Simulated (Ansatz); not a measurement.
# H6SSi2: the cost of one run

Method: UKS B3LYP-D4/def2-SVP, in Ansatz 0.2.0.

### 1 The starting structure

Bond lengths: Si1–Si2 2.295 Å, Si1–H3 1.559 Å, Si1–H5 1.469 Å, Si2–H6 1.470 Å, Si2–H7 1.464 Å, Si2–H8 1.467 Å, S4–H9 1.326 Å. Angles: Si1–Si2–H6 106.5°, Si1–Si2–H7 108.8°, Si1–Si2–H8 118.2°, H6–Si2–H7 108.2°, H6–Si2–H8 107.1°, H7–Si2–H8 107.6°, Si2–Si1–H3 125.0°, Si2–Si1–H5 117.2°, H3–Si1–H5 110.3°.

Structure file:

```xyz
9

Si   -0.8526   -0.3300   -0.0561
Si    1.2695   -1.0751    0.3982
H    -1.2447    0.5727   -1.2653
S    -0.7023    2.2424   -0.8532
H    -1.7274   -0.0515    1.0913
H     1.1759   -2.5336    0.5556
H     2.1253   -0.7930   -0.7557
H     1.9463   -0.5548    1.5907
H    -1.9901    2.5229   -0.7056
```

### 2 A restrained relaxation towards end A

Springs on the bonds that form and break draw the guess towards this end; the thresholds are loose.

Input file input.yaml:

```yaml
crystal:
  periodic: [false, false, false]
  atoms:
    - { symbol: Si, position_ang: [-0.8526, -0.33, -0.0561] }
    - { symbol: Si, position_ang: [1.2695, -1.0751, 0.3982] }
    - { symbol: H, position_ang: [-1.2447, 0.5727, -1.2653] }
    - { symbol: S, position_ang: [-0.7023, 2.2424, -0.8532] }
    - { symbol: H, position_ang: [-1.7274, -0.0515, 1.0913] }
    - { symbol: H, position_ang: [1.1759, -2.5336, 0.5556] }
    - { symbol: H, position_ang: [2.1253, -0.793, -0.7557] }
    - { symbol: H, position_ang: [1.9463, -0.5548, 1.5907] }
    - { symbol: H, position_ang: [-1.9901, 2.5229, -0.7056] }
magnetization:
  spin_polarized: true
basis:
  gaussian: { orbitals: def2-SVP }
hamiltonian:
  xc: b3lyp
  dispersion: d4
relax:
  f_tol: 0.15
  max_steps: 25
  restrain:
    - { distance: [0, 2], at: 2.72, k: 30.0 }
    - { distance: [0, 3], at: 3.46, k: 30.0 }
    - { distance: [2, 3], at: 1.36, k: 30.0 }
```

Launch:

```console
ansatz run input.yaml --threads 2 --pin off --max-ram 3072MiB --backend cpu --events-out ev --progress --plain --runs-dir out
```

What time and memory should one allow on 2 threads of Arm Neoverse V2, shared host?

About 29 s, with a peak of 0.24 GiB.
